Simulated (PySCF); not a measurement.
Process, species as SMILES: N (NH3) → [NH2-] + H+
B3LYP-D3(BJ)/def2-TZVP geometries, fixed; electronic energies without zero-point terms.

Effect of the grid level at B3LYP/def2-TZVP with PySCF, against the last row, where the deprotonation energy is 423.91 kcal/mol.

| setting | grid points, largest species | largest shift of a total energy (mEh) | shift of the deprotonation energy (kcal/mol) |
|---|---|---|---|
| grids.level: 0 | 2928 | -3.937 | 0.729 |
| grids.level: 1 | 12536 | -0.008 | 0.002 |
| grids.level: 2 | 27112 | 0.001 | -0.001 |
| grids.level: 3 | 43328 | 0.000 | 0.000 |
| grids.level: 4 | 75000 | 0.000 | 0.000 |
| grids.level: 5 | 112736 | 0.000 | 0.000 |
| grids.level: 7 | 235424 | 0.000 | 0.000 |

Within 0.02 kcal/mol in the deprotonation energy: grids.level: 1; grids.level: 2; grids.level: 3; grids.level: 4; grids.level: 5. The largest shift is 3.937 mEh in a total energy and 0.729 kcal/mol in the difference.
